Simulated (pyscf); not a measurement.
Single points on ωB97X-D3(BJ)/def2-SVP structures (PySCF, gas phase).

SMILES: [Nb]([Cl])([Cl])(=[O])[Cl]
```xyz
5

O      0.9213     1.9161    -0.6723
Nb     0.2906     0.3952    -0.4229
Cl     0.7114    -0.1836     1.7382
Cl    -1.9475     0.4967    -0.8261
Cl     1.3181    -1.0293    -1.8712
```
Charge 0, spin multiplicity 1.

What is the homolytic dissociation enthalpy (298 K, ωB97M-D3(BJ)/def2-TZVP) of the Cl–Nb bond of `[O]=[Nb]([Cl])([Cl])[Cl]`, to [O=Nb(Cl)–Cl]• + Cl•?

Cl–Nb to [O=Nb(Cl)–Cl]• + Cl•: 101.6 kcal/mol. The 7 functionals that were run give +98.7 (M06-2X) to +109.1 kcal/mol (PBE). The radicals are drawn with the spin at the cut bond; how far it spreads was not checked. Other isomers of [O=Nb(Cl)–Cl]• were not searched in full and may lie lower. Left out: the spin-orbit lowering of Cl. Open-shell species with a d-block atom are single-reference here; other states, and whether the spin sits on metal or ligand, were not checked. Elements past Kr carry the def2 core potentials, without spin-orbit coupling.
